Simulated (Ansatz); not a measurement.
```yaml
crystal:
  periodic: [false, false, false]
  atoms:
    - {symbol: C, position_ang: [-0.678396, 0.810636, -0.837431]}
    - {symbol: Si, position_ang: [0.852586, 0.192450, 0.052749]}
    - {symbol: N, position_ang: [0.372802, -1.000401, 1.210033]}
    - {symbol: H, position_ang: [-1.205214, -0.020311, -1.315689]}
    - {symbol: H, position_ang: [-0.403191, 1.537608, -1.604726]}
    - {symbol: H, position_ang: [-1.365861, 1.302672, -0.145155]}
    - {symbol: H, position_ang: [1.784742, -0.503807, -0.889174]}
    - {symbol: H, position_ang: [1.077188, -1.586599, 1.630629]}
    - {symbol: H, position_ang: [-0.346157, -0.778648, 1.881665]}
basis:
  gaussian: {orbitals: 6-31G}
magnetization: {spin_polarized: true, initial_magnetization: 4}
hamiltonian: {xc: {name: wB97X-V}}
scf: {lower_state_search: light}
```

```sh
$ ansatz run in.yaml --threads 2 --pin off --events-out ev --progress --plain --max-ram 32768MiB --backend cpu
```

Shortened log:

```
Error: a molecule whose nuclei and cores have a total charge of 33 cannot have a net charge of 0 together with 4 unpaired electrons
```

Something in this input is off. What?

The number of unpaired electrons doesn't fit the electron count. The input was rejected before any iteration.
